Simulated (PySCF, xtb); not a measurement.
Si(H)3(Me) (CH6Si), SMILES C[SiH3].

GFN2-xTB (xtb) at its own geometry gives an orbital gap of 6.38 eV and a dipole moment of 0.41 D.

Coordinates come from a B3LYP-D3(BJ)/def2-TZVP optimisation. The isomer is the one that the SMILES or the coordinates give; other isomers of the formula were not compared.

**Question.** What does PySCF with PBE/def2-TZVPD give? (Estimate from the structure and the level; the computed values follow.)

**Answer.** gap 7.43 eV (levels -7.90 and -0.47 eV), dipole 0.82 D.
